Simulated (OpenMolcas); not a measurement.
**SiH3 (SMILES [SiH3]), step by step**

Aim: a series of 9 runs (ROHF/3-21G, CASSCF(7,7)/3-21G, CASPT2(7,7)/3-21G, CASPT2[IPEA 0](7,7)/3-21G, SC-NEVPT2(7,7)/3-21G, PC-NEVPT2(7,7)/3-21G, MC-PDFT[tPBE](7,7)/3-21G, MRCI(7,7)/3-21G, and more) of SiH3. 

The calculation is run with OpenMolcas 26.06.

### 1 The structure to begin with

SiH3 has 4 atoms, charge 0, and is taken as a doublet. SMILES: `[SiH3]`. The Si1–H4 distance was set to 3.715 Å, away from the relaxed value. At this shape a bond of the SMILES string is far longer than usual.

Bond lengths: Si1–H2 1.486 Å, Si1–H3 1.486 Å. Angles: H2–Si1–H3 111.2°.

### 2 The energy at ROHF/3-21G (run 1)

File step1.input:

```
* H3Si Hartree-Fock
&GATEWAY
BasLib=$CurrDir
Coord
4
bohr
Si     3.17054470    -2.29057672     2.11631374
H      3.67202132    -0.98250830     4.55014870
H      2.19200672    -4.88847771     2.53991474
H     -1.18842986     1.44233346    -1.92750175
Basis=3-21G
Group=NoSym
&SEWARD
&SCF
UHF
Spin=2
PrOrbitals=1 1
&RASSCF
FileOrb=$Project.UnaOrb
Spin=2
Nactel=1 0 0
Inactive=8
Ras2=1
OutOrbitals=Canonical
OrbListing=Nothing
```

The basis set 3-21G is read from a file made from the Basis Set Exchange's data (not shown).

Run with:

```sh
export MOLCAS_MEM=1860
pymolcas step1.input > step1.log
```

What it wrote:

```text
--- Start Module: gateway ---
[...]
--- Stop Module: gateway /rc=_RC_ALL_IS_WELL_ ---
[...]
      Basis functions           19
[...]
--- Start Module: scf ---
[...]
       Convergence after  25 Iterations
[...]
::    Total SCF energy                               -288.9785056749
[...]
      Total spin, S                                     0.7404012708
[...]
--- Stop Module: scf /rc=_RC_ALL_IS_WELL_ ---
--- Start Module: rasscf ---
[...]
      Number of active orbitals                  1
[...]
      Spin quantum number                      0.5
[...]
      Active orbitals                            1
[...]
      Number of CSFs                             1
[...]
      Number of root(s) required                 1
[...]
      Convergence after 13 iterations
[...]
      printout of CI-coefficients larger than  0.05 for root  1
      energy=    -288.971246
      conf/sym  1     Coeff  Weight
             1  u   1.00000 1.00000
      Natural orbitals and occupation numbers for root  1
      sym 1:   1.000000
      ************************************************************************************************************************
      *                                                    Final results                                                     *
[...]
::    RASSCF root number  1 Total energy:   -288.97124602
[...]
      Total electronic charge=   17.000000
      Total            charge=   -0.000000
[...]
      Dipole Moment (debye):
      Origin of the operator (angstrom)=    1.5946   -1.1701    1.0995
                   X= -2.4202E-01               Y= -5.6987E-01               Z=  1.2855E+00           Total=  1.4268E+00
      Quadrupole Moment (debye*angstrom):
[...]
--- Stop Module: rasscf /rc=_RC_ALL_IS_WELL_ ---
[...]
```

Run time: 2.8 s. Hardware: 1 thread of Arm Neoverse V1, shared host; peak memory 0.37 GiB.

### 3 The energy at CASSCF(7,7)/3-21G (run 2)

File step2.inp:

```
&GATEWAY
 BasLib=$CurrDir
 Coord
 4
 bohr
 Si     3.17054470    -2.29057672     2.11631374
 H      3.67202132    -0.98250830     4.55014870
 H      2.19200672    -4.88847771     2.53991474
 H     -1.18842986     1.44233346    -1.92750175
 Basis=3-21G
 Group=NoSym

&SEWARD

&RASSCF
 FileOrb=$CurrDir/step1.RasOrb
 Spin=2
 Nactel=7 0 0
 Inactive=5
 Ras2=7
 OrbListing=Nothing
```

The basis set 3-21G is read from a file made from the Basis Set Exchange's data (not shown).

Run with:

```sh
export MOLCAS_MEM=1860
pymolcas step2.inp > step2.log
```

What it wrote:

```text
--- Start Module: gateway ---
[...]
--- Stop Module: gateway /rc=_RC_ALL_IS_WELL_ ---
--- Start Module: seward ---
[...]
      Basis functions           19
--- Stop Module: seward /rc=_RC_ALL_IS_WELL_ ---
--- Start Module: rasscf ---
[...]
      Number of active orbitals                  7
[...]
      Spin quantum number                      0.5
[...]
      Active orbitals                            7
[...]
      Number of CSFs                           784
[...]
      Number of root(s) required                 1
[...]
      Convergence after 12 iterations
[...]
      printout of CI-coefficients larger than  0.05 for root  1
      energy=    -289.015899
      conf/sym  1111111     Coeff  Weight
             1  222u000   0.96980 0.94051
             8  22udu00   0.06463 0.00418
            80  220u200   0.15350 0.02356
           110  202u020   0.06077 0.00369
           115  202u002   0.06536 0.00427
           123  ud2u0ud  -0.07454 0.00556
[...]
      Natural orbitals and occupation numbers for root  1
      sym 1:   1.979080   1.971631   1.934357   1.000016   0.060381   0.025713   0.028823
      ************************************************************************************************************************
      *                                                    Final results                                                     *
[...]
::    RASSCF root number  1 Total energy:   -289.01589914
[...]
      Total electronic charge=   17.000000
      Total            charge=   -0.000000
[...]
      Dipole Moment (debye):
      Origin of the operator (angstrom)=    1.5946   -1.1701    1.0995
                   X= -2.1343E-01               Y= -5.2561E-01               Z=  1.1784E+00           Total=  1.3078E+00
      Quadrupole Moment (debye*angstrom):
[...]
--- Stop Module: rasscf /rc=_RC_ALL_IS_WELL_ ---
[...]
```

It took 2.1 s on 1 thread of Arm Neoverse V1, shared host; peak memory 0.37 GiB.

Runs 3 to 6 aren't shown in full; the table further down has their settings and results.

### 4 The energy at MC-PDFT[tPBE](7,7)/3-21G (run 7)

File step7.input:

```
>>> EXPORT MOLCAS_PRINT=2
&gateway
baslib=$CurrDir
coord
4
bohr
Si     3.17054470    -2.29057672     2.11631374
H      3.67202132    -0.98250830     4.55014870
H      2.19200672    -4.88847771     2.53991474
H     -1.18842986     1.44233346    -1.92750175
basis=3-21G
group=NoSym
&seward
&rasscf
fileorb=$CurrDir/step2.RasOrb
spin=2
nactel=7 0 0
inactive=5
ras2=7
orblisting=Nothing
&mcpdft
ksdft=T:PBE
```

The basis set 3-21G is read from a file made from the Basis Set Exchange's data (not shown).

Run with:

```sh
export MOLCAS_MEM=1860
pymolcas step7.input > step7.log
```

What it wrote:

```text
--- Start Module: gateway ---
[...]
--- Stop Module: gateway /rc=_RC_ALL_IS_WELL_ ---
[...]
      Basis functions           19
[...]
--- Start Module: rasscf ---
[...]
      Number of active orbitals                  7
[...]
      Spin quantum number                      0.5
[...]
      Active orbitals                            7
[...]
      Number of CSFs                           784
[...]
      Number of root(s) required                 1
[...]
      Convergence after  8 iterations
[...]
      printout of CI-coefficients larger than  0.05 for root  1
      energy=    -289.015899
      conf/sym  1111111     Coeff  Weight
             1  222u000   0.96987 0.94064
             8  22udu00   0.06399 0.00409
            80  220u200   0.15345 0.02355
           110  202u020   0.06077 0.00369
           115  202u002   0.06536 0.00427
           123  ud2u0ud  -0.07457 0.00556
[...]
      Natural orbitals and occupation numbers for root  1
      sym 1:   1.979081   1.971634   1.934515   1.000015   0.060222   0.025712   0.028821
      ************************************************************************************************************************
      *                                                    Final results                                                     *
[...]
::    RASSCF root number  1 Total energy:   -289.01589914
[...]
      Total electronic charge=   17.000000
      Total            charge=   -0.000000
[...]
      Dipole Moment (debye):
      Origin of the operator (angstrom)=    1.5946   -1.1701    1.0995
                   X= -2.1378E-01               Y= -5.2559E-01               Z=  1.1786E+00           Total=  1.3081E+00
      Quadrupole Moment (debye*angstrom):
[...]
--- Stop Module: rasscf /rc=_RC_ALL_IS_WELL_ ---
--- Start Module: mcpdft ---
[...]
 ###    WARNING: Deprecation warning: KSDF should be replaced                ###
 ###    with FUNC keyword                                                    ###
 ###############################################################################
[...]
::    MCPDFT root number  1 Total energy:   -289.38368103
--- Stop Module: mcpdft /rc=_RC_ALL_IS_WELL_ ---
[...]
```

It took 2.4 s on 1 thread of Arm Neoverse V1, shared host; peak memory 0.37 GiB.

Run 8 isn't shown in full; the table further down has it.

### 5 The energy at MRACPF(7,7)/3-21G (run 9)

File step9.input:

```
&GATEWAY
BasLib
$CurrDir
Coord
4
bohr
Si     3.17054470    -2.29057672     2.11631374
H      3.67202132    -0.98250830     4.55014870
H      2.19200672    -4.88847771     2.53991474
H     -1.18842986     1.44233346    -1.92750175
Basis
3-21G
Group
NoSym
&SEWARD
&RASSCF
FileOrb
$CurrDir/step2.RasOrb
Spin
2
Nactel
7 0 0
Inactive
5
Ras2
7
OrbListing
Nothing
&MOTRA
LumOrb
Frozen
5
&GUGA
Electrons
7
Spin
2
Inactive
0
Active
7
CIAll
1
&MRCI
ACPF
```

The basis set 3-21G is read from a file made from the Basis Set Exchange's data (not shown).

Run with:

```sh
export MOLCAS_MEM=1860
pymolcas step9.input > step9.log
```

What it wrote:

```text
--- Start Module: gateway ---
[...]
--- Stop Module: gateway /rc=_RC_ALL_IS_WELL_ ---
[...]
      Basis functions           19
[...]
      Number of active orbitals                  7
[...]
      Spin quantum number                      0.5
[...]
      Active orbitals                            7
[...]
      Number of CSFs                           784
[...]
      Number of root(s) required                 1
[...]
      Convergence after  8 iterations
[...]
      printout of CI-coefficients larger than  0.05 for root  1
      energy=    -289.015899
      conf/sym  1111111     Coeff  Weight
             1  222u000   0.96987 0.94064
             8  22udu00   0.06399 0.00409
            80  220u200   0.15345 0.02355
           110  202u020   0.06077 0.00369
           115  202u002   0.06536 0.00427
           123  ud2u0ud  -0.07457 0.00556
[...]
      Natural orbitals and occupation numbers for root  1
      sym 1:   1.979081   1.971634   1.934515   1.000015   0.060222   0.025712   0.028821
      ************************************************************************************************************************
      *                                                    Final results                                                     *
[...]
::    RASSCF root number  1 Total energy:   -289.01589914
[...]
      Dipole Moment (debye):
      Origin of the operator (angstrom)=    1.5946   -1.1701    1.0995
                   X= -2.1378E-01               Y= -5.2559E-01               Z=  1.1786E+00           Total=  1.3081E+00
      Quadrupole Moment (debye*angstrom):
[...]
      *** WARNING: Default frozen orbitals is overwritten by user input.
      *** Default values:   2
[...]
--- Start Module: guga ---
[...]
--- Stop Module: guga /rc=_RC_ALL_IS_WELL_ ---
--- Start Module: mrci ---
[...]
       USE THE DEFAULT ACPF G-VALUE GFAC=  0.28571428571428570
[...]
      Total electronic charge=   17.000000
      Total            charge=    0.000000
[...]
  ACPF State   1     Total energy:   -289.03658061
[...]
--- Stop Module: mrci /rc=_RC_ALL_IS_WELL_ ---
[...]
```

Run time: 6.6 s. Hardware: 1 thread of Arm Neoverse V1, shared host; peak memory 0.37 GiB.

### 6 Overview of the runs

| run | level | active rule | inactive | energy (Eh) | dipole moment (D) of the reference | wall time |
| --- | --- | --- | --- | --- | --- | --- |
| 1 | ROHF/3-21G | – | – | -288.971246 | 1.43 | 2.8 s |
| 2 | CASSCF(7,7)/3-21G | full valence | 5 | -289.015899 | 1.31 | 2.1 s |
| 3 | CASPT2(7,7)/3-21G | full valence | 5 | -289.031397 | 1.31 | 2.3 s |
| 4 | CASPT2[IPEA 0](7,7)/3-21G | full valence | 5 | -289.031626 | 1.31 | 2.2 s |
| 5 | SC-NEVPT2(7,7)/3-21G | full valence | 5 | -289.030052 | 1.31 | 2.5 s |
| 6 | PC-NEVPT2(7,7)/3-21G | full valence | 5 | -289.030280 | 1.31 | 2.5 s |
| 7 | MC-PDFT[tPBE](7,7)/3-21G | full valence | 5 | -289.383681 | 1.31 | 2.4 s |
| 8 | MRCI(7,7)/3-21G | full valence | 5 | -289.036358 | 1.31 | 6.3 s |
| 9 | MRACPF(7,7)/3-21G | full valence | 5 | -289.036581 | 1.31 | 6.6 s |

### 7 What came out

| quantity | value |
| --- | --- |
| run 9, MRACPF(7,7)/3-21G: total energy | -289.03658 Eh |
| run 9, MRACPF(7,7)/3-21G: dipole moment (CASSCF density) | 1.31 D |

Below the ROHF energy at the same shape and in the same basis (3-21G): CASSCF(7,7) -44.7 mEh; CASPT2(7,7) -60.2 mEh; CASPT2[IPEA 0](7,7) -60.4 mEh; SC-NEVPT2(7,7) -58.8 mEh; PC-NEVPT2(7,7) -59.0 mEh; MRCI(7,7) -65.1 mEh. Active-space methods hold only the correlation inside their space unless a perturbation or CI step follows. All runs together took 30 s, the longest 6.6 s.
